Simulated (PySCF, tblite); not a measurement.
**B2H4− (doublet): geometry, infrared bands and EPR parameters**

Aim: predict the infrared bands and EPR parameters of B2H4− (doublet) (`B[BH2-]`).

The runs use tblite 0.8.0 and PySCF 2.14.0, with density-fitted response routines of our own; the level of theory stands in each step. All values are computed, except where a source is named. Atoms are numbered from 0 throughout.

### 1 The molecule as given

6 atoms, charge -1, multiplicity 2; geometry from: force field or distance geometry start.

Bonds of the start (Å): B0–B1 1.69, B0–H2 1.19, B0–H3 1.18, B1–H4 1.19, B1–H5 1.21.

### 2 Relaxing the molecule with GFN2-xTB

Job settings and geometry (Å):

```
{"job": {"kind": "relax", "xc": "GFN2-xTB", "basis": "xTB"}, "charge": -1, "multiplicity": 2}
B      0.795100     0.021800    -0.085100
B     -0.862800    -0.190900    -0.345200
H      1.199700     1.020300     0.425900
H      1.562800    -0.853600    -0.269400
H     -1.365800     0.889300    -0.277700
H     -1.325800    -0.885000     0.529800
```

Command:

```sh
$ OMP_NUM_THREADS=1 python probes_run.py task.json out
```

This one command runs all jobs of the session in turn.

**Question.** This job is followed by: GFN2-xTB harmonic vibrations, gas phase; UKS B3LYP, pcH-1 on B H, non-relativistic, mean-field spin-orbit, GIAO. What will the session give for the following? strongest single infrared mode (GFN2-xTB); zero-point energy (GFN2-xTB); g(iso) (B3LYP); ⟨S²⟩; largest a(iso) (averaged by class).

The runs gave:

| quantity | value |
| --- | --- |
| strongest single infrared mode (GFN2-xTB) | 2034 cm⁻¹, 1653 km/mol |
| zero-point energy (GFN2-xTB) | 21.7 kcal/mol |
| g(iso) (B3LYP) | 2.00236 |
| ⟨S²⟩ | 0.751 (exact 0.75) |
| largest a(iso) (averaged by class) | 1H on H2, H3, H4, H5, -22.7 MHz |

Relaxing lowered the energy by 1.077 eV in 33 steps; the close pair that moved most is B0–B1, from 1.692 to 1.583 Å. All 12 modes are real, so the xTB geometry is a minimum. The strongest single mode, at 2034 cm⁻¹, is spread over several atoms, H3, H2, H4, H5 among them. Unscaled tight-binding wavenumbers are off by several per cent, some by more. Its intensities can rank the bands wrongly. The largest spin populations lie on B1 (0.56 e), B0 (0.56 e). The isotropic g lies 0.0 ppt above the free-electron value. The records flag this anion as possibly unbound in the gas phase, so the basis may hold the extra electron. The conformer search found further structures of the same energy, which may be mirror or relabelled copies of this one.
